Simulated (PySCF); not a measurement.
methanidylidynesulfanium (CS), SMILES [C-]#[S+]. Geometry: B3LYP-D3(BJ)/def2-TZVPD.

TDDFT-M06-2X/def2-TZVPD (PySCF) puts the lowest singlet excitations at 4.38, 4.38, 4.80, 5.71, 5.71, 8.16 eV and the lowest triplet (TDA) at 3.31 eV.

Problem. What are the lowest singlet roots from EOM-CCSD/aug-cc-pVDZ (PySCF 2.14.0)? (Estimate from the structure and the level; the computed values follow.)

Solution. 5.17, 5.17, 5.85, 5.96, 5.96, 8.48 eV; triplets 3.63, 3.63, 4.42 eV. S1 differs by 0.79 eV (second minus first; roots are paired by order, and the bases may differ).
